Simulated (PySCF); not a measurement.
Compound: metal hydrosulfide, HNaS.
Z-matrix (Å and degrees, PBE0-D3(BJ)/def2-SVP geometry), rows numbered from 1:
```
Na
S   1  2.4729
H   2  1.3522  1   94.38
```

Level of theory: PBE0-D3(BJ)/def2-SVP geometry optimisation, gas phase in PySCF 2.14.0.

Take the most abundant isotopes and a rigid rotor. 

Question: What are A, B and C (MHz)?

Answer: Ia = 1.77, Ib = 83.09, Ic = 84.86 u·Å²; 505379 MHz·u·Å²/I gives A = 285396, B = 6082, C = 5955 MHz.

Question: Classify the top.

Answer: A near-prolate asymmetric top. Ray's parameter κ = (2B − A − C)/(A − C) = -0.999; −1 is the prolate and +1 the oblate limit.

Question: List the rotational levels J(Ka,Kc) to J = 2 (MHz).

Answer: Above 0(0,0):
J = 1: 1(0,1) 12037, 1(1,1) 291351, 1(1,0) 291478
J = 2: 2(0,2) 36112, 2(1,2) 315299, 2(1,1) 315679, 2(2,1) 1153620, 2(2,0) 1153620
Those of J = 1 are B + C, A + C and A + B.

Question: Which types of transition are allowed, and where do some lines up to J = 2 fall?

Answer: The dipole components are |μa| = 7.81 D, |μb| = 0.67 D, |μc| = 0.00 D; the mirror of this Cs structure is the ab plane, so μc vanishes by symmetry and there are no c-type lines. The squared components, which scale the intensities, stand as 1.00 : 0.01 (a : b). Some lines, for components of 0.1 D or more:

```json
{"type": "a", "branch": "Q", "J(Ka,Kc)": "2(1,1) ← 2(1,2)", "MHz": "381", "lower level (cm⁻¹)": "10.517"}
{"type": "a", "branch": "R", "J(Ka,Kc)": "1(0,1) ← 0(0,0)", "MHz": "12037", "lower level (cm⁻¹)": "0.000"}
{"type": "a", "branch": "R", "J(Ka,Kc)": "2(1,2) ← 1(1,1)", "MHz": "23948", "lower level (cm⁻¹)": "9.718"}
{"type": "a", "branch": "R", "J(Ka,Kc)": "2(0,2) ← 1(0,1)", "MHz": "24075", "lower level (cm⁻¹)": "0.402"}
{"type": "a", "branch": "R", "J(Ka,Kc)": "2(1,1) ← 1(1,0)", "MHz": "24202", "lower level (cm⁻¹)": "9.723"}
{"type": "b", "branch": "Q", "J(Ka,Kc)": "1(1,0) ← 1(0,1)", "MHz": "279440", "lower level (cm⁻¹)": "0.402"}
{"type": "b", "branch": "Q", "J(Ka,Kc)": "2(1,1) ← 2(0,2)", "MHz": "279567", "lower level (cm⁻¹)": "1.205"}
{"type": "b", "branch": "R", "J(Ka,Kc)": "1(1,1) ← 0(0,0)", "MHz": "291351", "lower level (cm⁻¹)": "0.000"}
{"type": "b", "branch": "R", "J(Ka,Kc)": "2(1,2) ← 1(0,1)", "MHz": "303261", "lower level (cm⁻¹)": "0.402"}
{"type": "b", "branch": "Q", "J(Ka,Kc)": "2(2,0) ← 2(1,1)", "MHz": "837941", "lower level (cm⁻¹)": "10.530"}
{"type": "b", "branch": "Q", "J(Ka,Kc)": "2(2,1) ← 2(1,2)", "MHz": "838321", "lower level (cm⁻¹)": "10.517"}
{"type": "b", "branch": "R", "J(Ka,Kc)": "2(2,1) ← 1(1,0)", "MHz": "862142", "lower level (cm⁻¹)": "9.723"}
{"type": "b", "branch": "R", "J(Ka,Kc)": "2(2,0) ← 1(1,1)", "MHz": "862269", "lower level (cm⁻¹)": "9.718"}
```

PBE0-D3(BJ)/def2-SVP frequencies: not computed here. No vibrational averaging or centrifugal distortion is included, and the geometry carries the error of its method. Quadrupole hyperfine structure (23Na) is left out.

Time: 1.6 s; peak memory 0.23 GiB. Hardware: an Intel Xeon 6975P-C with one thread, on a shared host. These figures are those of the optimisation.
